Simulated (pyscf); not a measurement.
# Four-centre exchange: F–N•–F (SMILES F[N]F) + HF (SMILES F) → HF (SMILES F) + F–N•–F (SMILES F[N]F)

Gas phase, doublet surface, charge 0. Bonds broken: F1–N2, F4–H5. Bonds formed: F1–H5, N2–F4. Structures and frequencies: ωB97X-D3(BJ)/def2-SVP in PySCF. Correlated levels are frozen-core, on RHF or UHF. ΔMP2 is the change of the MP2 total energy from the triple- to the quadruple-zeta basis.

Transition state (Å):

```xyz
5

F      0.1305     0.3150     0.9056
N      0.0769    -0.6344    -0.7539
F      1.2973    -0.5719    -1.0569
F     -0.3911     1.2027    -1.0080
H     -0.1968     1.0398     0.0971
```

One imaginary mode, 1657i cm⁻¹; descent along it reached the two sides named.

| bond | change | reactant side (Å) | saddle | product side |
|---|---|---|---|---|
| F1–N2 | breaks | 1.354 | 1.913 | 2.9 |
| F4–H5 | breaks | 0.924 | 1.134 | 2.110 |
| F1–H5 | forms | 2.130 | 1.134 | 0.924 |
| N2–F4 | forms | 2.9 | 1.913 | 1.350 |

Electronic energies relative to the separated reactants (eV):

```tsv
level	barrier	reaction energy	reverse barrier
ωB97X-D3(BJ)/def2-TZVP	2.47	0.00	2.47
PBE/def2-TZVP	1.74	0.00	1.74
r²SCAN/def2-TZVP	1.92	0.00	1.92
B3LYP-D3(BJ)/def2-TZVP	2.13	0.00	2.13
PBE0-D3(BJ)/def2-TZVP	2.31	0.00	2.31
M06-2X/def2-TZVP	2.60	0.00	2.60
ωB97M-D3(BJ)/def2-TZVP	2.41	0.00	2.41
HF/def2-TZVP	3.51	0.00	3.51
MP2/def2-QZVPP	2.71	0.00	2.71
CCSD/def2-TZVPP	2.89	0.00	2.89
CCSD(T)/def2-TZVPP	2.60	0.00	2.60
CCSD(T)/def2-TZVPP + ΔMP2(QZVPP)	2.59	0.00	2.59
```

With CCSD(T)/def2-TZVPP + ΔMP2(QZVPP) energies and thermal terms (ideal gas, 1 atm, RRHO with modes under 100 cm⁻¹ raised to 100, one conformer, R ln 2 for rigid chiral ones), in eV:

```json
[
 {"T (K)": "298", "ΔH‡": "2.52", "ΔG‡": "2.94", "ΔH": "0.00", "ΔG": "0.00"},
 {"T (K)": "600", "ΔH‡": "2.51", "ΔG‡": "3.36", "ΔH": "0.00", "ΔG": "0.00"},
 {"T (K)": "900", "ΔH‡": "2.52", "ΔG‡": "3.78", "ΔH": "0.00", "ΔG": "0.00"},
 {"T (K)": "1200", "ΔH‡": "2.54", "ΔG‡": "4.20", "ΔH": "0.00", "ΔG": "0.00"}
]
```

One saddle was located; it need not be the lowest between these sides. The CCSD(T) − MP2 part came from Ansatz, without density fitting, on the same reference.
